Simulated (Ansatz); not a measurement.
The first iterations of a band of C2H8N2O2 (14 atoms, charge 0, multiplicity 1).

Theory: Ansatz, RKS r2SCAN/STO-3G.

```
movable images  : 7
climbing image  : yes
spring          : 5.0 eV/Å²
optimiser       : quadratic models (default)
start path      : IDPP
force threshold : 0.05 eV/Å
iteration limit : 60
end points      : relaxed
```

First end point:

```xyz
14
Properties=species:S:1:pos:R:3
C -0.846 -0.538 1.515
O 0.221 -0.917 0.576
C 0.280 0.101 -0.506
N 1.481 -0.377 -1.305
N 0.576 1.534 -0.144
O -1.003 0.179 -1.210
H -1.064 -1.435 2.122
H -1.769 -0.221 0.987
H -0.536 0.278 2.202
H 1.444 0.230 -2.174
H 1.189 -1.329 -1.673
H -0.208 1.821 0.508
H 1.415 1.464 0.497
H -1.193 -0.819 -1.366
```

Last end point:

```xyz
14
Properties=species:S:1:pos:R:3
C -0.741 -0.580 1.566
O 0.213 -0.949 0.511
C 0.125 0.070 -0.573
N 0.882 -0.593 -1.708
N 0.723 1.426 -0.200
O -1.231 0.350 -0.996
H -0.855 -1.466 2.215
H -1.727 -0.305 1.137
H -0.381 0.268 2.190
H 1.472 0.196 -2.100
H 1.597 -1.200 -1.213
H -0.087 1.941 0.255
H 1.350 1.209 0.629
H -1.353 -0.396 -1.687
```

| iteration | highest image above the first end (eV) | largest band force component (eV/Å) |
| --- | --- | --- |
| 1 | 0.401 | 1.552 |
| 2 | 0.334 | 0.442 |

Does the band converge within its limit, and where does its top end?

It converged. It ended after 5 iterations with the highest image 0.320 eV above the first end. A vibrational analysis at the climbing image gives one clearly imaginary mode, 670i cm⁻¹: a first-order saddle point. Limits of this set-up: minimal basis.

The run took 65 s on 1 thread of AMD EPYC 9R45 96-Core Processor (Zen 5), on a shared host, peak memory 0.15 GiB.
